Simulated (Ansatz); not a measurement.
# Heating and cooling a random packing of Zr$_{4}$Al$_{3}$N$_{3}$O$_{8}$

A packing of 18 atoms, thrown in at random and pushed apart as soft spheres with like charges further apart (3 Al, 3 N, 8 O, 4 Zr) went through Langevin stages in a fixed cell of 13.13 Å³/atom, at one k point, without spin and with a Fermi–Dirac width of kT (0.05 eV at least). Method: DFT PBE, scalar-relativistic, plane waves, PAW in Ansatz.

| thermostat (K) | duration (fs) | friction (1/fs) | cutoff (eV) | mean T (K) | mean P (GPa) | mean square displacement (Å²) |
| --- | --- | --- | --- | --- | --- | --- |
| 3800 | 48 | 0.030 | 320 | 4409 | 5.5 | 0.49 |
| 3800 | 500 | 0.030 | 420 | 3471 | 7.7 | 3.00 |
| 2740 | 500 | 0.030 | 420 | 2921 | 6.1 | 1.10 |
| 1520 | 500 | 0.030 | 420 | 1407 | 0.5 | 0.19 |
| 300 | 500 | 0.030 | 420 | 259 | -0.5 | 0.04 |

Means run over the second half of a stage; pressure includes the kinetic part; displacements count from the stage's start, the atoms' common shift taken off.

Cell and atoms were then relaxed on coarser meshes and computed once more: Settings: cutoff 420 eV, Γ-centred mesh 4×4×4 on the computed 18-atom cell, Gaussian smearing of 0.02 eV; no spin polarisation.

Q: What structure is left?

A: One draw of many: 12.28 Å³/atom with a gap on the mesh of 2.88 eV, 2.52 eV/atom below the elements' standard states (static lattices, no corrections for gases) (a random packing after short dynamics, relaxed).

Counting as bonded all pairs within 1.2 times the summed covalent radii, but none from a metal cation to another cation:

| atom → neighbour | mean count | mean length (Å) | spread (Å) |
| --- | --- | --- | --- |
| Al → N | 1.00 | 1.98 | 0.09 |
| Al → O | 3.33 | 1.85 | 0.08 |
| N → Al | 1.00 | 1.98 | 0.09 |
| N → Zr | 3.00 | 2.21 | 0.11 |
| O → Al | 1.25 | 1.85 | 0.08 |
| O → Zr | 2.00 | 2.17 | 0.11 |
| Zr → N | 2.25 | 2.21 | 0.11 |
| Zr → O | 4.00 | 2.17 | 0.11 |

Angles between all pairs of such bonds at an atom (mean ± spread): 108 ± 20° at Al, 108 ± 16° at N, 112 ± 16° at O, 103 ± 29° at Zr.

```
CELL_PARAMETERS angstrom
5.84535 -0.22378 -0.34054
-0.23773 6.01233 -0.33140
-0.36549 -0.36086 6.33962
ATOMIC_POSITIONS crystal
Al 0.60680 0.80318 0.03485
Al 0.08428 0.68494 0.23435
Al 0.17885 0.52267 0.62094
N 0.28332 0.86852 0.10640
N 0.80220 0.97983 0.85729
N 0.42073 0.06225 0.59441
Zr 0.69483 0.31445 0.81265
Zr 0.66979 0.80509 0.56841
Zr 0.18064 0.02976 0.82752
Zr 0.47183 0.20459 0.32084
O 0.43558 0.25500 0.00240
O 0.69604 0.43964 0.51158
O 0.80739 0.58121 0.07842
O 0.22237 0.45125 0.34913
O 0.04757 0.33661 0.77053
O 0.71927 0.96030 0.29796
O 0.45098 0.63353 0.77135
O 0.03914 0.76664 0.54227
```

The final mesh leaves forces up to 0.64 eV/Å and stresses up to 0.3 GPa: the relaxation ran on a coarser mesh, so the cell's shape, its bonds and its energy belong partly to that mesh.

Cost: 6 runs of about 33 core-minutes in all (earlier runs that led there not counted), on Arm Neoverse V1 (shared hosts).